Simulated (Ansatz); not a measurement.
A first try at a composite energy at a relaxed geometry of BFH₂S, SMILES FBS, using Ansatz 0.2.0 through its Python package.

`composite_bfh2s.py`
```python
"""A composite energy for BFH2S: DFT geometry, MP2 basis limit, coupled-cluster correction."""

import itertools

import ansatz as az
from ase.data import atomic_numbers, covalent_radii
import numpy as np

geometry_ang = [
    ("F", (-1.3056, -0.3844, -1.0407)),
    ("B", (-0.3737, -0.4569, -0.0025)),
    ("S", (1.3249, 0.2496, -0.264)),
    ("H", (-0.5769, -0.9738, 1.0119)),
    ("H", (0.9812, 1.4919, 0.2539)),
]
mol = az.Crystal.molecule()
for symbol, xyz in geometry_ang:
    mol = mol.atom(symbol, xyz)

base = (
    mol.calculation()
    .basis(gaussian="def2-SVP")
    .functional("r2scan")
    .charge(0.5)
)
symbols = [site.symbol for site in mol.cartesian_sites]
start = np.array([site.position_ang for site in mol.cartesian_sites], dtype=float)
rep = base.relax(force_tolerance=0.01, max_steps=30).run().report
end = np.array(rep["positions_ang"])
# pairs closer than 1.2 times the sum of covalent radii, before or after
radius = [covalent_radii[atomic_numbers[s]] for s in symbols]
span = lambda where, i, j: np.linalg.norm(where[i] - where[j])
bonded = [(i, j) for i, j in itertools.combinations(range(len(symbols)), 2) if min(span(start, i, j), span(end, i, j)) < 1.2 * (radius[i] + radius[j])]
print("pair        before    after (A)")
for i, j in bonded:
    print(f"{symbols[i]}{i}-{symbols[j]}{j}".ljust(10), f"{span(start, i, j):8.4f} {span(end, i, j):8.4f}")
for first, second in list(itertools.combinations(bonded, 2)):
    shared = set(first) & set(second)
    if shared and symbols[(j := shared.pop())] != "H":
        i, k = sorted((set(first) | set(second)) - {j})
        u, v = end[i] - end[j], end[k] - end[j]
        angle = np.degrees(np.arccos(np.clip(u @ v / np.linalg.norm(u) / np.linalg.norm(v), -1, 1)))
        print(f"final angle {symbols[i]}{i}-{symbols[j]}{j}-{symbols[k]}{k}: {angle:.2f} deg")

minimum = az.Crystal.molecule()
for symbol, place in zip(symbols, end):
    minimum = minimum.atom(symbol, place.tolist())
at_minimum = minimum.calculation().charge(0.5)
# MP2 extrapolated to the basis limit, plus the small-basis difference CCSD(T) - MP2
level = lambda method, basis: at_minimum.basis(gaussian=basis).correlation(method).run().report
small, large, cluster = level("mp2", "cc-pVDZ"), level("mp2", "cc-pVTZ"), level("ccsd_t", "cc-pVDZ")
corr = lambda each: (each["free_energy_ev"] - each["reference_energy_ev"]) / 27.211386246
mp2_limit = (27 * corr(large) - 8 * corr(small)) / 19
pieces = {"HF / cc-pVTZ": large["reference_energy_ev"] / 27.211386246, "MP2 correlation, DZ-TZ limit": mp2_limit, "CCSD(T) - MP2 / cc-pVDZ": corr(cluster) - corr(small)}
for name, value in pieces.items():
    print(f"{name:32s} {value:14.6f} Ha")
print(f"{'sum':32s} {sum(pieces.values()):14.6f} Ha")
print("T1 diagnostic", round(cluster["correlation"]["coupled_cluster"]["t1_diagnostic"], 4))
```

```console
$ python composite_bfh2s.py
Traceback (most recent call last):
  File "composite_bfh2s.py", line 28, in <module>
    rep = base.relax(force_tolerance=0.01, max_steps=30).run().report
          ~~~~~~~~~~~~~~~~~~~~~~~~~~~~~~~~~~~~~~~~~~~~~~~~~~^^
  ...
ansatz.RefusalError: invalid value for `total_charge`: a molecule in open space takes a whole number
$ echo $?
1
```
(Library frames cut from the traceback.)

What is wrong, and how is it mended?

The fault: a molecule's charge must be whole. The change:

`composite_bfh2s.py`
```python
"""A composite energy for BFH2S: DFT geometry, MP2 basis limit, coupled-cluster correction."""

import itertools

import ansatz as az
from ase.data import atomic_numbers, covalent_radii
import numpy as np

geometry_ang = [
    ("F", (-1.3056, -0.3844, -1.0407)),
    ("B", (-0.3737, -0.4569, -0.0025)),
    ("S", (1.3249, 0.2496, -0.264)),
    ("H", (-0.5769, -0.9738, 1.0119)),
    ("H", (0.9812, 1.4919, 0.2539)),
]
mol = az.Crystal.molecule()
for symbol, xyz in geometry_ang:
    mol = mol.atom(symbol, xyz)

base = (
    mol.calculation()
    .basis(gaussian="def2-SVP")
    .functional("r2scan")
)
symbols = [site.symbol for site in mol.cartesian_sites]
start = np.array([site.position_ang for site in mol.cartesian_sites], dtype=float)
rep = base.relax(force_tolerance=0.01, max_steps=100).run().report
end = np.array(rep["positions_ang"])
# pairs closer than 1.2 times the sum of covalent radii, before or after
radius = [covalent_radii[atomic_numbers[s]] for s in symbols]
span = lambda where, i, j: np.linalg.norm(where[i] - where[j])
bonded = [(i, j) for i, j in itertools.combinations(range(len(symbols)), 2) if min(span(start, i, j), span(end, i, j)) < 1.2 * (radius[i] + radius[j])]
print("pair        before    after (A)")
for i, j in bonded:
    print(f"{symbols[i]}{i}-{symbols[j]}{j}".ljust(10), f"{span(start, i, j):8.4f} {span(end, i, j):8.4f}")
for first, second in list(itertools.combinations(bonded, 2)):
    shared = set(first) & set(second)
    if shared and symbols[(j := shared.pop())] != "H":
        i, k = sorted((set(first) | set(second)) - {j})
        u, v = end[i] - end[j], end[k] - end[j]
        angle = np.degrees(np.arccos(np.clip(u @ v / np.linalg.norm(u) / np.linalg.norm(v), -1, 1)))
        print(f"final angle {symbols[i]}{i}-{symbols[j]}{j}-{symbols[k]}{k}: {angle:.2f} deg")

minimum = az.Crystal.molecule()
for symbol, place in zip(symbols, end):
    minimum = minimum.atom(symbol, place.tolist())
at_minimum = minimum.calculation()
# MP2 extrapolated to the basis limit, plus the small-basis difference CCSD(T) - MP2
level = lambda method, basis: at_minimum.basis(gaussian=basis).correlation(method).run().report
small, large, cluster = level("mp2", "cc-pVDZ"), level("mp2", "cc-pVTZ"), level("ccsd_t", "cc-pVDZ")
corr = lambda each: (each["free_energy_ev"] - each["reference_energy_ev"]) / 27.211386246
mp2_limit = (27 * corr(large) - 8 * corr(small)) / 19
pieces = {"HF / cc-pVTZ": large["reference_energy_ev"] / 27.211386246, "MP2 correlation, DZ-TZ limit": mp2_limit, "CCSD(T) - MP2 / cc-pVDZ": corr(cluster) - corr(small)}
for name, value in pieces.items():
    print(f"{name:32s} {value:14.6f} Ha")
print(f"{'sum':32s} {sum(pieces.values()):14.6f} Ha")
print("T1 diagnostic", round(cluster["correlation"]["coupled_cluster"]["t1_diagnostic"], 4))
```

With that change:

```console
$ python composite_bfh2s.py
pair        before    after (A)
F0-B1        1.3970   1.3252
B1-S2        1.8582   1.8014
B1-H3        1.1565   1.2058
S2-H4        1.3891   1.3500
final angle F0-B1-S2: 117.79 deg
final angle F0-B1-H3: 119.48 deg
final angle S2-B1-H3: 122.73 deg
final angle B1-S2-H4: 94.85 deg
HF / cc-pVTZ                        -522.967191 Ha
MP2 correlation, DZ-TZ limit          -0.579927 Ha
CCSD(T) - MP2 / cc-pVDZ               -0.038129 Ha
sum                                 -523.585246 Ha
T1 diagnostic 0.0144
```

Reading the output:
- Total energies depend on the basis set; only differences at equal settings carry meaning.
- The sum leaves out core correlation, relativity, the Hartree-Fock basis error and zero-point energy; a DZ-TZ extrapolation is rough.
- Inner cores stay frozen, so this is valence correlation.
- For Al to Cl the sets with a tight d function, cc-pV(X+d)Z, are usual.
- An extrapolation from small basis sets is rough.
- Wall time of the script: 28 s on 1 thread of Arm Neoverse V1, on a shared host, peak memory 0.24 GiB.

(A comment or docstring line of the script was reworded after the run, the code is as it ran; lines on the test bed's own set-up are left out of the output.)
